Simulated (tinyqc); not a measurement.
Worked calculation (part 1 of 2): UHF in the sto-3g basis, for H2O, spin multiplicity 3. This run ends on a higher stationary point, not on the lowest solution. Computed by tinyqc, a small Python program that keeps every step (integrals from PySCF). Settings: charge = 0, multiplicity = 3, basis = sto-3g, energy threshold = 1e-10, iteration cap = 63, orthogonalisation = symmetric, start = highest core orbitals, DIIS depth = 4, damping = 0.5, method = UHF. Command: `OMP_NUM_THREADS=1 python tinyqc.py 27720 27721 out.jsonl` (the two numbers bound the seeds that draw the settings). One thread of a shared host (Intel(R) Xeon(R) Processor @ 2.60GHz), about 0.1 s of CPU time with the checks. Later iterations appear only in the table of the cycle.

## One-electron integrals

Geometry (angstrom):
```
atom,x,y,z
O,0.000000,0.000000,0.000000
H,0.000000,1.051000,0.787000
H,0.000000,-1.051000,0.787000
```

Basis sto-3g: exponents (1/bohr^2) and contraction coefficients of normalised primitives:
```
element,l (shell),exponent,coefficient
O,s (1),130.709320,0.154329
O,s (1),23.808861,0.535328
O,s (1),6.443608,0.444635
O,s (2),5.033151,-0.099967
O,s (2),1.169596,0.399513
O,s (2),0.380389,0.700115
O,p (3),5.033151,0.155916
O,p (3),1.169596,0.607684
O,p (3),0.380389,0.391957
H,s (1),3.425251,0.154329
H,s (1),0.623914,0.535328
H,s (1),0.168855,0.444635
```

Overlap, kinetic and nuclear-attraction integrals over the contracted functions; the nuclear repulsion is the sum of Za Zb / Rab.

nuclear repulsion = 6.70021315 hartree

overlap S, lower triangle:
```
,1O 1s,1O 2s,1O 2px,1O 2py,1O 2pz,2H 1s,3H 1s
1O 1s,1.000000
1O 2s,0.236704,1.000000
1O 2px,0.000000,0.000000,1.000000
1O 2py,0.000000,0.000000,0.000000,1.000000
1O 2pz,0.000000,0.000000,0.000000,0.000000,1.000000
2H 1s,0.023349,0.274974,0.000000,0.208302,0.155979,1.000000
3H 1s,0.023349,0.274974,0.000000,-0.208302,0.155979,0.100604,1.000000
```

kinetic energy T (hartree), lower triangle:
```
,1O 1s,1O 2s,1O 2px,1O 2py,1O 2pz,2H 1s,3H 1s
1O 1s,29.003200
1O 2s,-0.168011,0.808128
1O 2px,0.000000,0.000000,2.528731
1O 2py,0.000000,0.000000,0.000000,2.528731
1O 2pz,0.000000,0.000000,0.000000,0.000000,2.528731
2H 1s,-0.007511,0.016963,0.000000,0.069341,0.051923,0.760032
3H 1s,-0.007511,0.016963,0.000000,-0.069341,0.051923,-0.011025,0.760032
```

nuclear attraction V (hartree), lower triangle:
```
,1O 1s,1O 2s,1O 2px,1O 2py,1O 2pz,2H 1s,3H 1s
1O 1s,-61.424513
1O 2s,-7.373877,-9.857099
1O 2px,0.000000,0.000000,-9.746669
1O 2py,0.000000,0.000000,0.000000,-9.818968
1O 2pz,-0.009890,-0.123761,0.000000,0.000000,-9.787208
2H 1s,-0.743176,-1.970714,0.000000,-1.293135,-0.992542,-4.674020
3H 1s,-0.743176,-1.970714,0.000000,1.293135,-0.992542,-0.528011,-4.674020
```

core Hamiltonian H = T + V (hartree), lower triangle:
```
,1O 1s,1O 2s,1O 2px,1O 2py,1O 2pz,2H 1s,3H 1s
1O 1s,-32.421313
1O 2s,-7.541887,-9.048971
1O 2px,0.000000,0.000000,-7.217938
1O 2py,0.000000,0.000000,0.000000,-7.290237
1O 2pz,-0.009890,-0.123761,0.000000,0.000000,-7.258477
2H 1s,-0.750687,-1.953751,0.000000,-1.223794,-0.940619,-3.913988
3H 1s,-0.750687,-1.953751,0.000000,1.223794,-0.940619,-0.539036,-3.913988
```

## Two-electron integrals

Functions are numbered as in S; the eight-fold symmetry (ij|kl) = (ji|kl) = (kl|ij) leaves the list below.

Two-electron integrals (ij|kl) in chemists' order, unique and non-zero (hartree):
```
i,j,k,l,(ij|kl)
1,1,1,1,4.785065
2,1,1,1,0.741380
2,1,2,1,0.136873
2,2,1,1,1.118947
2,2,2,1,0.256633
2,2,2,2,0.817206
3,1,3,1,0.024477
3,2,3,1,0.037809
3,2,3,2,0.180518
3,3,1,1,1.115814
3,3,2,1,0.256684
3,3,2,2,0.817023
3,3,3,3,0.880159
4,1,4,1,0.024477
4,2,4,1,0.037809
4,2,4,2,0.180518
4,3,4,3,0.047444
4,4,1,1,1.115814
4,4,2,1,0.256684
4,4,2,2,0.817023
4,4,3,3,0.785270
4,4,4,4,0.880159
5,1,5,1,0.024477
5,2,5,1,0.037809
5,2,5,2,0.180518
5,3,5,3,0.047444
5,4,5,4,0.047444
5,5,1,1,1.115814
5,5,2,1,0.256684
5,5,2,2,0.817023
5,5,3,3,0.785270
5,5,4,4,0.785270
5,5,5,5,0.880159
6,1,1,1,0.073887
6,1,2,1,0.013543
6,1,2,2,0.025291
6,1,3,3,0.025244
6,1,4,1,0.000473
6,1,4,2,0.000899
6,1,4,4,0.025336
6,1,5,1,0.000354
6,1,5,2,0.000674
6,1,5,4,0.000068
6,1,5,5,0.025296
6,1,6,1,0.001356
6,2,1,1,0.210258
6,2,2,1,0.048963
6,2,2,2,0.176609
6,2,3,3,0.173441
6,2,4,1,0.002908
6,2,4,2,0.023880
6,2,4,4,0.179416
6,2,5,1,0.002178
6,2,5,2,0.017882
6,2,5,4,0.004474
6,2,5,5,0.176791
6,2,6,1,0.004947
6,2,6,2,0.050569
6,3,3,1,0.004734
6,3,3,2,0.028948
6,3,4,3,0.004739
6,3,5,3,0.003548
6,3,6,3,0.006626
6,4,1,1,0.131956
6,4,2,1,0.031090
6,4,2,2,0.119824
6,4,3,3,0.114646
6,4,4,1,0.006319
6,4,4,2,0.043917
6,4,4,4,0.127915
6,4,5,1,0.001187
6,4,5,2,0.011209
6,4,5,4,0.006387
6,4,5,5,0.116772
6,4,6,1,0.003253
6,4,6,2,0.041795
6,4,6,4,0.040815
6,5,1,1,0.098810
6,5,2,1,0.023280
6,5,2,2,0.089726
6,5,3,3,0.085848
6,5,4,1,0.001187
6,5,4,2,0.011209
6,5,4,4,0.088687
6,5,5,1,0.005623
6,5,5,2,0.037342
6,5,5,4,0.006864
6,5,5,5,0.094537
6,5,6,1,0.002436
6,5,6,2,0.031297
6,5,6,4,0.025602
6,5,6,5,0.025796
6,6,1,1,0.399327
6,6,2,1,0.094438
6,6,2,2,0.392787
6,6,3,3,0.378968
6,6,4,1,0.006190
6,6,4,2,0.072354
6,6,4,4,0.405270
6,6,5,1,0.004635
6,6,5,2,0.054180
6,6,5,4,0.019695
6,6,5,5,0.393716
6,6,6,1,0.009579
6,6,6,2,0.152905
6,6,6,4,0.144667
6,6,6,5,0.108328
6,6,6,6,0.774606
7,1,1,1,0.073887
7,1,2,1,0.013543
7,1,2,2,0.025291
7,1,3,3,0.025244
7,1,4,1,-0.000473
7,1,4,2,-0.000899
7,1,4,4,0.025336
7,1,5,1,0.000354
7,1,5,2,0.000674
7,1,5,4,-0.000068
7,1,5,5,0.025296
7,1,6,1,0.001336
7,1,6,2,0.004794
7,1,6,4,0.002931
7,1,6,5,0.002364
7,1,6,6,0.009240
7,1,7,1,0.001356
7,2,1,1,0.210258
7,2,2,1,0.048963
7,2,2,2,0.176609
7,2,3,3,0.173441
7,2,4,1,-0.002908
7,2,4,2,-0.023880
7,2,4,4,0.179416
7,2,5,1,0.002178
7,2,5,2,0.017882
7,2,5,4,-0.004474
7,2,5,5,0.176791
7,2,6,1,0.004794
7,2,6,2,0.038881
7,2,6,4,0.022671
7,2,6,5,0.023329
7,2,6,6,0.092602
7,2,7,1,0.004947
7,2,7,2,0.050569
7,3,3,1,0.004734
7,3,3,2,0.028948
7,3,4,3,-0.004739
7,3,5,3,0.003548
7,3,6,3,0.004870
7,3,7,3,0.006626
7,4,1,1,-0.131956
7,4,2,1,-0.031090
7,4,2,2,-0.119824
7,4,3,3,-0.114646
7,4,4,1,0.006319
7,4,4,2,0.043917
7,4,4,4,-0.127915
7,4,5,1,-0.001187
7,4,5,2,-0.011209
7,4,5,4,0.006387
7,4,5,5,-0.116772
7,4,6,1,-0.002931
7,4,6,2,-0.022671
7,4,6,4,-0.008779
7,4,6,5,-0.013395
7,4,6,6,-0.051415
7,4,7,1,-0.003253
7,4,7,2,-0.041795
7,4,7,4,0.040815
7,5,1,1,0.098810
7,5,2,1,0.023280
7,5,2,2,0.089726
7,5,3,3,0.085848
7,5,4,1,-0.001187
7,5,4,2,-0.011209
7,5,4,4,0.088687
7,5,5,1,0.005623
7,5,5,2,0.037342
7,5,5,4,-0.006864
7,5,5,5,0.094537
7,5,6,1,0.002364
7,5,6,2,0.023329
7,5,6,4,0.013395
7,5,6,5,0.018662
7,5,6,6,0.060123
7,5,7,1,0.002436
7,5,7,2,0.031297
7,5,7,4,-0.025602
7,5,7,5,0.025796
7,6,1,1,0.052543
7,6,2,1,0.012360
7,6,2,2,0.048819
7,6,3,3,0.047682
7,6,4,4,0.048620
7,6,5,1,0.000839
7,6,5,2,0.008416
7,6,5,5,0.050100
7,6,6,1,0.001235
7,6,6,2,0.014013
7,6,6,4,0.010197
7,6,6,5,0.009804
7,6,6,6,0.045896
7,6,7,1,0.001235
7,6,7,2,0.014013
7,6,7,4,-0.010197
7,6,7,5,0.009804
7,6,7,6,0.005136
7,7,1,1,0.399327
7,7,2,1,0.094438
7,7,2,2,0.392787
7,7,3,3,0.378968
7,7,4,1,-0.006190
7,7,4,2,-0.072354
7,7,4,4,0.405270
7,7,5,1,0.004635
7,7,5,2,0.054180
7,7,5,4,-0.019695
7,7,5,5,0.393716
7,7,6,1,0.009240
7,7,6,2,0.092602
7,7,6,4,0.051415
7,7,6,5,0.060123
7,7,6,6,0.251170
7,7,7,1,0.009579
7,7,7,2,0.152905
7,7,7,4,-0.144667
7,7,7,5,0.108328
7,7,7,6,0.045896
7,7,7,7,0.774606
```

## Orthogonalisation

S = U s U^T; symmetric (Loewdin) form X = U s^(-1/2) U^T, so that X^T S X = 1.

eigenvalues of S: 0.555601  0.650851  0.891160  1.000000  1.102171  1.248545  1.551673

X, lower triangle:
```
,1O 1s,1O 2s,1O 2px,1O 2py,1O 2pz,2H 1s,3H 1s
1O 1s,1.022906
1O 2s,-0.130159,1.085750
1O 2px,0.000000,0.000000,1.000000
1O 2py,0.000000,0.000000,0.000000,1.038242
1O 2pz,-0.004113,0.035299,0.000000,0.000000,1.019521
2H 1s,0.014458,-0.148273,0.000000,-0.120092,-0.082337,1.062135
3H 1s,0.014458,-0.148273,0.000000,0.120092,-0.082337,-0.034108,1.062135
```

## Starting guess

The start is the highest orbitals of the core Hamiltonian (a deliberately bad start); D(s) = C_occ C_occ^T for each spin.

D(alpha) at the start, lower triangle:
```
,1O 1s,1O 2s,1O 2px,1O 2py,1O 2pz,2H 1s,3H 1s
1O 1s,0.060823
1O 2s,-0.272470,1.240969
1O 2px,0.000000,0.000000,1.000000
1O 2py,0.000000,0.000000,0.000000,1.106790
1O 2pz,-0.015336,0.099266,0.000000,0.000000,1.054244
2H 1s,0.048057,-0.318196,0.000000,-0.256335,-0.173883,1.172688
3H 1s,0.048057,-0.318196,0.000000,0.256335,-0.173883,-0.057905,1.172688
```

D(beta) at the start, lower triangle:
```
,1O 1s,1O 2s,1O 2px,1O 2py,1O 2pz,2H 1s,3H 1s
1O 1s,0.005708
1O 2s,-0.029490,0.169780
1O 2px,0.000000,0.000000,1.000000
1O 2py,0.000000,0.000000,0.000000,0.039704
1O 2pz,0.059308,-0.229804,0.000000,0.000000,0.953154
2H 1s,0.023796,-0.211240,0.000000,-0.155075,-0.141026,1.152400
3H 1s,0.023796,-0.211240,0.000000,0.155075,-0.141026,-0.058975,1.152400
```

## Iteration 1: building the Fock matrix

J_ij = sum D_kl (ij|kl) with D = D(alpha) + D(beta), K_ij = sum D_kl (ik|jl) for each spin; F = H + J - K(s); E = tr D H + tr D J / 2 - 0.5 sum_s tr D(s) K(s) + E_nn.

Coulomb J (hartree), lower triangle:
```
,1O 1s,1O 2s,1O 2px,1O 2py,1O 2pz,2H 1s,3H 1s
1O 1s,8.278967
1O 2s,1.907608,6.421344
1O 2px,0.000000,0.000000,6.403079
1O 2py,0.000000,0.000000,0.000000,6.406143
1O 2pz,0.000094,0.103015,0.000000,0.000000,6.450274
2H 1s,0.188014,1.523349,0.000000,1.087362,0.845122,4.372443
3H 1s,0.188014,1.523349,0.000000,-1.087362,0.845122,0.468229,4.372443
```

exchange K(alpha) (hartree), lower triangle:
```
,1O 1s,1O 2s,1O 2px,1O 2py,1O 2pz,2H 1s,3H 1s
1O 1s,0.133526
1O 2s,0.123269,1.315032
1O 2px,0.000000,0.000000,1.159306
1O 2py,0.000000,0.000000,0.000000,1.182980
1O 2pz,0.000077,0.016665,0.000000,0.000000,1.171864
2H 1s,0.016321,0.309353,0.000000,0.205314,0.157097,0.839147
3H 1s,0.016321,0.309353,0.000000,-0.205314,0.157097,0.087878,0.839147
```

exchange K(beta) (hartree), lower triangle:
```
,1O 1s,1O 2s,1O 2px,1O 2py,1O 2pz,2H 1s,3H 1s
1O 1s,0.053668
1O 2s,0.074248,0.426635
1O 2px,0.000000,0.000000,0.941569
1O 2py,0.000000,0.000000,0.000000,0.131822
1O 2pz,-0.009222,-0.251903,0.000000,0.000000,0.885464
2H 1s,0.008095,0.116793,0.000000,0.087503,0.083177,0.775171
3H 1s,0.008095,0.116793,0.000000,-0.087503,0.083177,0.057375,0.775171
```

F(alpha) (hartree), lower triangle:
```
,1O 1s,1O 2s,1O 2px,1O 2py,1O 2pz,2H 1s,3H 1s
1O 1s,-24.275872
1O 2s,-5.757548,-3.942659
1O 2px,0.000000,0.000000,-1.974165
1O 2py,0.000000,0.000000,0.000000,-2.067074
1O 2pz,-0.009873,-0.037411,0.000000,0.000000,-1.980067
2H 1s,-0.578995,-0.739755,0.000000,-0.341747,-0.252593,-0.380692
3H 1s,-0.578995,-0.739755,0.000000,0.341747,-0.252593,-0.158685,-0.380692
```

F(beta) (hartree), lower triangle:
```
,1O 1s,1O 2s,1O 2px,1O 2py,1O 2pz,2H 1s,3H 1s
1O 1s,-24.196014
1O 2s,-5.708527,-3.054262
1O 2px,0.000000,0.000000,-1.756428
1O 2py,0.000000,0.000000,0.000000,-1.015915
1O 2pz,-0.000574,0.231157,0.000000,0.000000,-1.693667
2H 1s,-0.570768,-0.547194,0.000000,-0.223936,-0.178673,-0.316716
3H 1s,-0.570768,-0.547194,0.000000,0.223936,-0.178673,-0.128181,-0.316716
```

total energy of this density = -29.13309548 hartree

This density is the starting one.

## Iteration 1: diagonalisation and new density

Diagonalise F' = X^T F X, C = X C', fill 6 alpha and 4 beta electrons from the bottom; D(s) = C_occ C_occ^T; the new density keeps 0.5 of the old one (damping). Each column has its largest component positive (the first on a tie).

F' = X^T F X (alpha) (hartree), lower triangle:
```
,1,2,3,4,5,6,7
1,-23.963253
2,-2.574683,-3.023775
3,0.000000,0.000000,-1.974165
4,0.000000,0.000000,0.000000,-2.064154
5,-0.013085,-0.031784,0.000000,0.000000,-1.979069
6,-0.064593,-0.223299,0.000000,-0.111862,-0.076131,-0.188557
7,-0.064593,-0.223299,0.000000,0.111862,-0.076131,-0.042102,-0.188557
```

orbital energies (alpha) (hartree): MO1 -24.275887, MO2 -2.750548, MO3 -2.077117, MO4 -1.982642, MO5 -1.974165, MO6 -0.187679, MO7 -0.133493

coefficients C (alpha):
```
,MO1,MO2,MO3,MO4,MO5,MO6,MO7
1O 1s,0.999898,-0.248505,0.000000,0.011510,0.000000,0.045048,0.000000
1O 2s,0.000362,1.060272,0.000000,-0.043120,0.000000,-0.339077,0.000000
1O 2px,0.000000,0.000000,0.000000,0.000000,1.000000,0.000000,0.000000
1O 2py,0.000000,0.000000,1.020904,0.000000,0.000000,0.000000,-0.254057
1O 2pz,0.000336,0.077602,0.000000,1.008181,0.000000,-0.178307,0.000000
2H 1s,0.000338,-0.063985,-0.056387,-0.036147,0.000000,0.742962,0.782379
3H 1s,0.000338,-0.063985,0.056387,-0.036147,0.000000,0.742962,-0.782379
```

F' = X^T F X (beta) (hartree), lower triangle:
```
,1,2,3,4,5,6,7
1,-23.878425
2,-2.647011,-2.088888
3,0.000000,0.000000,-1.756428
4,0.000000,0.000000,0.000000,-0.988854
5,-0.037946,0.251829,0.000000,0.000000,-1.686800
6,-0.068460,-0.178549,0.000000,-0.109845,-0.063896,-0.177538
7,-0.068460,-0.178549,0.000000,0.109845,-0.063896,-0.039588,-0.177538
```

orbital energies (beta) (hartree): MO1 -24.196042, MO2 -1.996611, MO3 -1.756428, MO4 -1.508982, MO5 -1.016328, MO6 -0.169603, MO7 -0.110477

coefficients C (beta):
```
,MO1,MO2,MO3,MO4,MO5,MO6,MO7
1O 1s,1.000256,-0.192050,0.000000,-0.152422,0.000000,0.055551,0.000000
1O 2s,-0.001185,0.816697,0.000000,0.652773,0.000000,-0.384582,0.000000
1O 2px,0.000000,0.000000,1.000000,0.000000,0.000000,0.000000,0.000000
1O 2py,0.000000,0.000000,0.000000,0.000000,0.992799,0.000000,-0.348052
1O 2pz,-0.000127,-0.613156,0.000000,0.797059,0.000000,-0.207317,0.000000
2H 1s,0.000516,-0.011840,0.000000,-0.033292,0.016738,0.745751,0.784230
3H 1s,0.000516,-0.011840,0.000000,-0.033292,-0.016738,0.745751,-0.784230
```

D(alpha) after iteration 1, lower triangle:
```
,1O 1s,1O 2s,1O 2px,1O 2py,1O 2pz,2H 1s,3H 1s
1O 1s,0.562268
1O 2s,-0.275681,1.240990
1O 2px,0.000000,0.000000,1.000000
1O 2py,0.000000,0.000000,0.000000,1.074518
1O 2pz,-0.015356,0.099266,0.000000,0.000000,1.054244
2H 1s,0.048674,-0.318200,0.000000,-0.156950,-0.173883,0.866630
3H 1s,0.048674,-0.318200,0.000000,0.156950,-0.173883,0.248154,0.866630
```

D(beta) after iteration 1, lower triangle:
```
,1O 1s,1O 2s,1O 2px,1O 2py,1O 2pz,2H 1s,3H 1s
1O 1s,0.533168
1O 2s,-0.143509,0.631444
1O 2px,0.000000,0.000000,1.000000
1O 2py,0.000000,0.000000,0.000000,0.019852
1O 2pz,0.027724,-0.105134,0.000000,0.000000,0.982209
2H 1s,0.015830,-0.121321,0.000000,-0.077538,-0.080151,0.576824
3H 1s,0.015830,-0.121321,0.000000,0.077538,-0.080151,-0.028863,0.576824
```

## Iteration 2: building the Fock matrix

As before.

Coulomb J (hartree), lower triangle:
```
,1O 1s,1O 2s,1O 2px,1O 2py,1O 2pz,2H 1s,3H 1s
1O 1s,13.041476
1O 2s,2.637562,7.380562
1O 2px,0.000000,0.000000,7.377565
1O 2py,0.000000,0.000000,0.000000,7.342164
1O 2pz,0.003347,0.079198,0.000000,0.000000,7.407962
2H 1s,0.260821,1.648227,0.000000,1.138390,0.876878,4.206310
3H 1s,0.260821,1.648227,0.000000,-1.138390,0.876878,0.480033,4.206310
```

exchange K(alpha) (hartree), lower triangle:
```
,1O 1s,1O 2s,1O 2px,1O 2py,1O 2pz,2H 1s,3H 1s
1O 1s,2.527781
1O 2s,0.490721,1.378666
1O 2px,0.000000,0.000000,1.170630
1O 2py,0.000000,0.000000,0.000000,1.187118
1O 2pz,0.000381,0.014930,0.000000,0.000000,1.180743
2H 1s,0.053271,0.305197,0.000000,0.188019,0.145482,0.654666
3H 1s,0.053271,0.305197,0.000000,-0.188019,0.145482,0.130972,0.654666
```

exchange K(beta) (hartree), lower triangle:
```
,1O 1s,1O 2s,1O 2px,1O 2py,1O 2pz,2H 1s,3H 1s
1O 1s,2.473218
1O 2s,0.446254,0.837096
1O 2px,0.000000,0.000000,1.034894
1O 2py,0.000000,0.000000,0.000000,0.212664
1O 2pz,-0.004498,-0.124014,0.000000,0.000000,1.007552
2H 1s,0.046313,0.178065,0.000000,0.060895,0.096401,0.424738
3H 1s,0.046313,0.178065,0.000000,-0.060895,0.096401,0.057333,0.424738
```

F(alpha) (hartree), lower triangle:
```
,1O 1s,1O 2s,1O 2px,1O 2py,1O 2pz,2H 1s,3H 1s
1O 1s,-21.907619
1O 2s,-5.395046,-3.047076
1O 2px,0.000000,0.000000,-1.011002
1O 2py,0.000000,0.000000,0.000000,-1.135191
1O 2pz,-0.006924,-0.059493,0.000000,0.000000,-1.031257
2H 1s,-0.543138,-0.610721,0.000000,-0.273424,-0.209223,-0.362345
3H 1s,-0.543138,-0.610721,0.000000,0.273424,-0.209223,-0.189975,-0.362345
```

F(beta) (hartree), lower triangle:
```
,1O 1s,1O 2s,1O 2px,1O 2py,1O 2pz,2H 1s,3H 1s
1O 1s,-21.853055
1O 2s,-5.350580,-2.505505
1O 2px,0.000000,0.000000,-0.875267
1O 2py,0.000000,0.000000,0.000000,-0.160737
1O 2pz,-0.002046,0.079451,0.000000,0.000000,-0.858067
2H 1s,-0.536179,-0.483588,0.000000,-0.146299,-0.160142,-0.132416
3H 1s,-0.536179,-0.483588,0.000000,0.146299,-0.160142,-0.116336,-0.132416
```

total energy of this density = -52.79663597 hartree

This density is a damped mixture and is not idempotent.

## Iteration 2: DIIS over 2 matrices

error matrix X^T (FDS - SDF) X (alpha):
```
,1,2,3,4,5,6,7
1,0.000000,-0.168076,0.000000,0.000000,-0.002262,0.004139,0.004139
2,0.168076,0.000000,0.000000,0.000000,-0.000155,0.001109,0.001109
3,0.000000,0.000000,0.000000,0.000000,0.000000,0.000000,0.000000
4,0.000000,0.000000,0.000000,0.000000,0.000000,0.047722,-0.047722
5,0.002262,0.000155,0.000000,0.000000,0.000000,0.000011,0.000011
6,-0.004139,-0.001109,0.000000,-0.047722,-0.000011,0.000000,0.000000
7,-0.004139,-0.001109,0.000000,0.047722,-0.000011,0.000000,0.000000
```

B (overlaps of the stored error matrices):
```
,1,2
1,2.1589991e-01,1.3587291e-01
2,1.3587291e-01,1.1883475e-01
```

Minimise |sum c_i e_i|^2 with sum c_i = 1: solve [B -1; -1 0][c; lambda] = [0; -1] with B_ij = tr e_i^T e_j summed over both spins, and take F = sum c_i F_i.

DIIS coefficients: -0.270495  1.270495

extrapolated F(alpha) (hartree), lower triangle:
```
,1O 1s,1O 2s,1O 2px,1O 2py,1O 2pz,2H 1s,3H 1s
1O 1s,-21.267018
1O 2s,-5.296991,-2.804825
1O 2px,0.000000,0.000000,-0.750471
1O 2py,0.000000,0.000000,0.000000,-0.883121
1O 2pz,-0.006127,-0.065466,0.000000,0.000000,-0.774609
2H 1s,-0.533438,-0.575818,0.000000,-0.254942,-0.197492,-0.357382
3H 1s,-0.533438,-0.575818,0.000000,0.254942,-0.197492,-0.198438,-0.357382
```

extrapolated F(beta) (hartree), lower triangle:
```
,1O 1s,1O 2s,1O 2px,1O 2py,1O 2pz,2H 1s,3H 1s
1O 1s,-21.219297
1O 2s,-5.253757,-2.357069
1O 2px,0.000000,0.000000,-0.636917
1O 2py,0.000000,0.000000,0.000000,0.070585
1O 2pz,-0.002444,0.038415,0.000000,0.000000,-0.632041
2H 1s,-0.526823,-0.466383,0.000000,-0.125299,-0.155129,-0.082564
3H 1s,-0.526823,-0.466383,0.000000,0.125299,-0.155129,-0.113132,-0.082564
```
